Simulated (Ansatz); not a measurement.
## Ansatz (development build ahead of 0.2.0) run

```yaml
crystal:
  periodic: [false, false, false]
  atoms:
    - { symbol: C, position_ang: [0.0, 0.12161, -0.70701] }
    - { symbol: C, position_ang: [0.0, -0.12161, 0.70701] }
    - { symbol: H, position_ang: [0.0, 1.14935, -1.05318] }
    - { symbol: H, position_ang: [0.73357, -0.48614, -1.2368] }
    - { symbol: H, position_ang: [-0.73357, -0.48614, -1.2368] }
    - { symbol: H, position_ang: [0.0, -1.14935, 1.05318] }
    - { symbol: H, position_ang: [0.73357, 0.48614, 1.2368] }
    - { symbol: H, position_ang: [-0.73357, 0.48614, 1.2368] }
basis:
  gaussian: { orbitals: cc-pVTZ }
total_charge: 1
magnetization:
  initial_magnetization: 1
hamiltonian:
  xc: hf
correlation:
  method: mp2
  frozen_orbitals: { C: 1, H: 0 }
output:
  forces: true
```

The input is written out in the form of the current development build from the run's settings. Correlation on restricted open-shell orbitals is semicanonical, with singles.

Results

```yaml
Converged: yes
Reference_energy: -78.83242 hartree
Correlation_energy: -0.36087 hartree
Total_energy: -79.19329 hartree
Spin_squared_of_the_determinant: 0.750
Stability_test: minimum among restricted orbitals
Occupied_orbitals_by_symmetry_in_an_Abelian_subgroup_alpha;_beta: 4 Ag 1 Au 1 Bg 3 Bu; 4 Ag 1 Au 3 Bu
```

Forces (eV/Å):
```
atom      Fx      Fy      Fz
  C1   0.000   1.791   1.405
  C2   0.000  -1.791  -1.405
  H3   0.000  -0.052   0.097
  H4   0.898  -0.879  -0.699
  H5  -0.898  -0.879  -0.699
  H6   0.000   0.052  -0.097
  H7   0.898   0.879   0.699
  H8  -0.898   0.879   0.699
```

Caution: MP2 on this radical cation hangs on the determinant chosen.
